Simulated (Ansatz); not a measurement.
## Other spins and charges of C2, singlet at one geometry

Geometry (PBE0/def2-TZVP stationary point for this spin):

```json
{"atom": "C", "x (Å)": "0.0000", "y (Å)": "0.0000", "z (Å)": "0.0000"}
{"atom": "C", "x (Å)": "0.0000", "y (Å)": "0.0000", "z (Å)": "1.2462"}
```

Basis 6-31G; Ansatz 0.2.0. Only valence electrons are correlated (noble-gas cores frozen). R marks a restricted (for open shells ROHF) determinant, U an unrestricted one. Active spaces: valence = (8e, 8o) chosen from the atoms' valence shells.

Gaps are energies of the second state less the first, at fixed atoms, for a selection of the levels run; each method lands on the state that its own search finds for that charge and spin.

Unrestricted rows (U, and Kohn–Sham where it breaks symmetry) aren't spin-pure: their determinants' ⟨S²⟩ exceeds S(S+1) by up to 1.77, so they mix in states of higher spin. Coupled cluster chose its determinant by a search with trial CCSD, here up to 0.55 eV above the lowest Hartree–Fock solution of its kind, and MP2 stands on that determinant too. A value is left out where its run failed or describes another state than the reference as far as symmetry and spin tell, or, spin-broken singlets apart, can't be checked.

Removing an electron, to the doublet: 12.073 eV at full CI (singlet Ag, doublet ion B3u, in D2h).

By full CI's occupations no single determinant describes the singlet or the doublet well.

```csv
level,gap (eV),error (meV)
RCCSD*,11.983,-90
RCCSD(T)*,12.081,8
BCCD(T)*,12.114,41
RCCSDT*,12.077,4
RCCSDT(Q)*,12.096,23
RCCSDTQ*,12.070,-3
CASSCF (valence space),11.680,-393
NEVPT2 (valence space),11.962,-111
MRCISD (valence space),12.058,-15
MRCISD+Q (valence space),12.071,-2
```

An asterisk marks runs whose energy the program itself flagged as in doubt.

Problem. PBE gives 0.069 eV for triplet less singlet. Estimate what full CI gives in 6-31G.

Solution. Full CI in 6-31G gives 0.798 eV, so against it PBE is off by -0.729 eV, of which a good part can be the reference's own basis and frozen-core error.

By full CI's occupations no single determinant describes the singlet well.

```
                 level  gap (eV)  error (meV)  ⟨S²⟩ where 0.1 over S(S+1) (first / second)
                  UMP2    -0.428        -1226                                     1.77 / –
                RCCSD*     0.467         -331                                        – / –
             RCCSD(T)*     0.880           82                                        – / –
               RCCSDT*     0.803            5                                        – / –
               UCCSDT*     0.640         -158                                     1.77 / –
              UCCSDTQ*     0.760          -38                                     1.77 / –
NEVPT2 (valence space)     0.849           51                                        – / –
MRCISD (valence space)     0.806            8                                        – / –
                 B3LYP    -0.050         -848                                     0.94 / –
                B2PLYP    -0.132         -930                                     1.14 / –
```

Wrong sign: UMP2, B3LYP, B2PLYP.

In so small a basis the reference is far from its limit while semilocal and hybrid functionals are nearer theirs (RPA and double hybrids share part of the reference's basis error), so the functionals' errors here hold much of the reference's basis and frozen-core error, which can add to them or hide them. The set has no polarisation functions, which weighs most on the reference.

Full CI is exact within this basis and frozen core; it isn't the basis-set limit. The frozen core follows each run's orbitals, which can shift R against U totals by a few meV.
